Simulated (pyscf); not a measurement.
H₃Sn–SnH₃ + H• -> SnH₃• + SnH₄, a substitution at Sn (doublet surface; Sn–Sn broken, H–Sn formed). PySCF, gas phase, ωB97X-D3(BJ)/def2-SVP geometries. Energies in kJ/mol from the separated reactants.

Small-basis levels: PySCF, no dispersion term, spherical d functions. AM1 to PM7: differences of heats of formation from MOPAC, which are fitted to 298 K values and so differ in kind from electronic energies by zero-point and thermal terms. GFN2-xTB: tblite. Open shells are spin-unrestricted. 

```json
[
 {"level": "MP2/6-31G*+LANL2DZ", "barrier": "55.2", "reaction energy": "-74.5"},
 {"level": "SVWN5/6-31G*+LANL2DZ", "barrier": "-38.1", "reaction energy": "-83.3"},
 {"level": "BP86/6-31G*+LANL2DZ", "barrier": "-16.4", "reaction energy": "-97.6"},
 {"level": "B3LYP/LANL2DZ", "barrier": "-3.6", "reaction energy": "-108.8"},
 {"level": "B3LYP/def2-SVP", "barrier": "-3.4", "reaction energy": "-90.8"},
 {"level": "GFN2-xTB", "barrier": "1.8", "reaction energy": "-41.0"},
 {"level": "AM1", "barrier": "___", "reaction energy": "-16.9"},
 {"level": "PM6", "barrier": "___", "reaction energy": "-71.1"},
 {"level": "PM7", "barrier": "-7.7", "reaction energy": "-94.1"},
 {"level": "ωB97M-D3(BJ)/def2-TZVP", "barrier": "___", "reaction energy": "-84.5"}
]
```

**Question.** Fill in the missing entries.

**Answer.** 
- AM1, barrier: -59.7
- PM6, barrier: 54.5
- ωB97M-D3(BJ)/def2-TZVP, barrier: 6.1

Against the last row the barrier runs from -65.8 (AM1) to +49.1 kJ/mol (MP2/6-31G*+LANL2DZ). At SVWN5/6-31G*+LANL2DZ, BP86/6-31G*+LANL2DZ, B3LYP/LANL2DZ, B3LYP/def2-SVP, AM1, PM7 this geometry lies under one side, so the entry may be no barrier of that level: it is a single point on another level's saddle. ωB97M-D3(BJ)/def2-TZVP has limits of its own. This is the saddle that the search found; another between the same sides may lie lower. The angle at the attacked Sn is 60° (front-side attack). In the def2 sets elements past Kr carry core potentials, without spin-orbit coupling.
